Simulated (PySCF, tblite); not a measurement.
Isomers of [C5H11N]+ (charge +1 and doublet state), one GFN2-xTB conformer each. Single-point energies are computed at B3LYP/pcH-1 (PySCF, gas phase, no added dispersion term), electronic only. GFN2-xTB treats the open shell by occupation alone, and not every SCF solution was tested for stability.

**Question.** Rank them by B3LYP/pcH-1 energy, lowest first (kcal/mol).
A. `[CH3:1][CH2:2][C@@H:3]1[CH2:4][CH2:5][NH+:6]1` (charge +1 and doublet state) with C1–C2–C3–C4 -75°
B. `[CH2:1]=[CH:2][N+:3]([CH3:4])[CH2:5][CH3:6]` (charge +1 and doublet state) with C1–C2–N3–C4 2°, C2–N3–C5–C6 -96°
C. `[CH2:1]=[CH:2][C@@H:3]([CH3:4])[NH+:5][CH3:6]` (charge +1 and doublet state) with C1–C2–C3–C4 79°, C2–C3–N5–C6 39°

**Answer.** B (0.0), C (20.2), A (22.4).

As drawn, the highest has a four-membered ring and an N–H bond, which the lowest lacks. Neighbours under 5.0 kcal/mol apart (C=C[C@@H](C)[NH+]C and CC[C@@H]1CC[NH+]1) can change places with a better method, another conformer or zero-point energy. GFN2-xTB itself gives, in the same order: 0.0, 19.6, 8.6. Both levels put the same isomer lowest; measured from each level's own lowest isomer, the values differ by up to 13.8 kcal/mol (CC[C@@H]1CC[NH+]1: 8.6 against 22.4).

**Question.** What happens when harmonic zero-point energies from GFN2-xTB frequencies are added?

**Answer.** 
```tsv
SMILES	ZPE (kcal/mol)	electronic (kcal/mol)	with ZPE (kcal/mol)
C=C[N+](C)CC	93.6	0.0	0.0
C=C[C@@H](C)[NH+]C	92.0	20.2	18.7
CC[C@@H]1CC[NH+]1	93.9	22.4	22.7
```

The zero-point energies span 1.9 kcal/mol. The order is unchanged.
